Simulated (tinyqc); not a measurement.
Worked calculation: Hueckel theory of the pi electrons with the omega technique, for the molecule O=CC=O (SMILES; centres numbered as the heavy atoms are written). One step of it, computed by the program tinyqc.

Task: Energy, charges, bond orders. E = sum n x; q_r = z_r - P_rr; bond order p = P_rs; free valence = sqrt(3) - sum of p over the bonds of the atom.

final x values: 1.948322  1.156533  -0.028322  -1.236533

occupations: 2.000000  2.000000  0.000000  0.000000

final P, lower triangle:
```
           1O        2C        3C        4O
1O   1.166103
2C   0.877593  0.833897
3C   0.083632  0.441867  0.833897
4O  -0.441867  0.083632  0.877593  1.166103
```

Centres:
```
centre  z_r, pi electrons of the neutral centre         h
1O                                            1  0.920000
2C                                            1  0.000000
3C                                            1  0.000000
4O                                            1  0.920000
```

Bonds:
```
i  j         k
1  2  0.950000
2  3         1
3  4  0.950000
```

Give: pi energy = 4 alpha + this times beta; pi charges; Bond orders and lengths from R = 1.517 - 0.180 p; free valence of the carbons; gap between the highest filled and the next level.

Result:

pi energy = 4 alpha + this times beta = 6.2097

pi charges: 1O -0.1661, 2C 0.1661, 3C 0.1661, 4O -0.1661

Bond orders and lengths from R = 1.517 - 0.180 p (angstrom, C-C alone):
```
bond       p       R
1-2   0.8776       -
2-3   0.4419  1.4375
3-4   0.8776       -
```

free valence of the carbons: 2C 0.4126, 3C 0.4126

gap between the highest filled and the next level = 1.1849 |beta|
